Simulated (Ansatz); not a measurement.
# AlH3O: functionals against CCSD(T) at one geometry

The task here is to estimate one member of a computed series from the others.

Method: single points in def2-TZVPP; program: Ansatz 0.2.0, Gaussian basis.

Cores are frozen in the correlated methods.

## Where the work starts

5 atoms, charge 0, spin multiplicity 1.

Atoms are counted from 1 here; the program's logs count them from 0.

Bond lengths: Al1–H2 1.960 Å, Al1–O4 1.646 Å, O4–H5 0.964 Å. Angles: H2–Al1–O4 98.2°, Al1–O4–H5 174.7°.

Geometry (Å):

```xyz
5
charge 0, multiplicity 1
Al   -0.71670   -0.83870    0.49430
H    -0.09840   -0.99340   -1.35880
H     0.31190   -0.14410   -1.04470
O    -0.00540    0.60020    0.86050
H     0.48750    1.40770    1.04370
```

Set-up of the first run:

Contents of run/in.yaml:

```yaml
crystal:
  periodic: [false, false, false]
  atoms:
    - {symbol: Al, position_ang: [-0.716700, -0.838700, 0.494300]}
    - {symbol: H, position_ang: [-0.098400, -0.993400, -1.358800]}
    - {symbol: H, position_ang: [0.311900, -0.144100, -1.044700]}
    - {symbol: O, position_ang: [-0.005400, 0.600200, 0.860500]}
    - {symbol: H, position_ang: [0.487500, 1.407700, 1.043700]}
basis:
  gaussian: {orbitals: def2-TZVPP}
correlation: {method: ccsd_t}
output: {forces: true}
```

No record of the launch command was kept for these runs.

Steps of the session up to this table: CCSD(T)/def2-TZVPP; PBE0-D4/def2-TZVPP; wB97M-V/def2-TZVPP; r2SCAN-D4/def2-TZVPP; PBE-D4/def2-TZVPP; HSE06-D4/def2-TZVPP; wB97X-V/def2-TZVPP.

One table of the session follows, with a row left open; its other results are not shown here.

```
   method  RMS force component (eV/Å)  angle to CCSD(T) forces (°)  dipole (D)
  CCSD(T)                       1.738                    reference        2.61
  PBE0-D4                           ?                            ?           ?
  wB97M-V                       1.790                          0.9        2.40
r2SCAN-D4                       1.623                          2.3        2.61
   PBE-D4                       1.571                          7.6        2.42
 HSE06-D4                       1.660                          1.1        2.53
  wB97X-V                       1.766                          0.8        2.70
```

**Question.** Estimate the row for PBE0-D4.

**Answer.** RMS force component (eV/Å): 1.663; angle to CCSD(T) forces (°): 1.1; dipole (D): 2.54. In the column «RMS force component (eV/Å)» it lies between HSE06-D4 (1.660) and CCSD(T) (1.738).
